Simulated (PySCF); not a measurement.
Stepwise substitution at one centre (Al H-F). Isolated molecules, 0 K electronic values unless said otherwise. Strings in code marks are SMILES.

Calculation: PySCF with CAM-B3LYP-D3(BJ)/def2-TZVP. Excitations are Tamm–Dancoff values on a coarser integration grid. The basis has no diffuse functions, so Rydberg states are missing or too high.

```
species                                     brightest of the four lowest singlets (TDA) (eV)   HOMO (eV)
------------------------------------------  ------------------------------------------------  ----------
0 of 3 H replaced by F (`[AlH3]`)                                                          –      -10.02
1 of 3 H replaced by F (`[F][AlH2]`)                                                    8.42  (withheld)
2 of 3 H replaced by F                                                                  9.02      -11.65
3 of 3 H replaced by F (`[F][Al]([F])[F]`)                                              9.40      -13.33
```

**Question.** Complete the blanks.

**Answer.** 
- 1 of 3 H replaced by F (`[F][AlH2]`), HOMO (eV): -10.25
